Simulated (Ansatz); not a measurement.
C4H7F, SMILES `CC1(F)CC1`. The species carries charge 0 and has multiplicity 1. All single points use the PBE0-D4/def2-TZVP geometry.

```xyz
12

C    -0.752   -0.442   -1.194
C     0.075   -0.460    0.047
F     0.430   -1.743    0.396
C    -0.166    0.460    1.188
C     1.091    0.580    0.352
H    -1.671   -1.016   -1.050
H    -1.023    0.582   -1.453
H    -0.198   -0.876   -2.030
H    -0.936    1.215    1.087
H    -0.054    0.044    2.180
H     1.192    1.417   -0.328
H     2.013    0.240    0.805
```

Question: What is the dipole moment at r2SCAN/def2-TZVPP? (Estimate.)

Answer: Computed: 1.69 D, with components (-0.46, 1.55, -0.47) D in this frame, pointing from negative to positive charge.

Question: And with PBE, B3LYP, ωB97M-V? (Estimate.)

Answer: Computed: PBE 1.62 D, B3LYP 1.73 D, ωB97M-V 1.72 D.

Question: Give the Mulliken charges with r2SCAN, PBE, B3LYP in def2-TZVPP. (Estimate.)

Answer: Ansatz gave: 
| atom | r2SCAN | PBE | B3LYP |
| --- | --- | --- | --- |
| C1 | -0.12 | -0.24 | -0.23 |
| C2 | 0.31 | 0.26 | 0.29 |
| F3 | -0.25 | -0.20 | -0.25 |
| C4 | -0.14 | -0.18 | -0.20 |
| C5 | -0.14 | -0.18 | -0.20 |
| H6 | 0.05 | 0.09 | 0.09 |
| H7 | 0.03 | 0.07 | 0.07 |
| H8 | 0.05 | 0.09 | 0.09 |
| H9 | 0.04 | 0.06 | 0.07 |
| H10 | 0.06 | 0.08 | 0.10 |
| H11 | 0.04 | 0.06 | 0.07 |
| H12 | 0.06 | 0.08 | 0.10 |

B3LYP here is the variant with VWN-RPA as its local correlation; programs differ in this.
